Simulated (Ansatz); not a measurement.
Relaxation of BClH3N (6 atoms, charge 0, multiplicity 1), to a largest force component of 0.03 eV/Å in at most 50 steps.

All numbers below come from RKS PBE-D4/def2-SVP (Ansatz 0.2.0).

```xyz
6
Properties=species:S:1:pos:R:3:forces:R:3
B 0.423 0.029 0.052 0.36 -0.08 2.63
N 0.704 -0.012 1.486 -0.53 0.04 -2.21
H -0.021 -0.128 2.196 0.05 0.01 0.01
H 1.661 0.055 1.836 -0.10 0.00 0.02
H 1.355 0.161 -0.684 0.21 0.04 -0.43
Cl -1.240 -0.105 -0.534 0.00 0.00 -0.02
```

Problem. Where does it end, and by what steps?

Solution. It converged. After 5 steps the energy has fallen by 0.093 eV; B1 moved furthest, 0.05 Å.

| step | energy less start (eV) | largest force component (eV/Å) | accepted |
| --- | --- | --- | --- |
| 0 | 0.0000 | 2.626 | yes |
| 1 | -0.0777 | 1.100 | yes |
| 2 | -0.0890 | 0.223 | yes |
| 3 | -0.0901 | 0.177 | yes |
| 4 | -0.0924 | 0.058 | yes |
| 5 | -0.0925 | 0.004 | yes |

```xyz
6
Properties=species:S:1:pos:R:3
B 0.446 0.030 0.092
N 0.701 -0.017 1.463
H -0.031 -0.126 2.166
H 1.645 0.056 1.843
H 1.348 0.161 -0.708
Cl -1.226 -0.105 -0.503
```

Whether the end is a true minimum wasn't checked by a vibrational analysis.

Time of the run: 9.4 s on 1 thread of Arm Neoverse V1, on a shared host, peak memory 0.12 GiB.
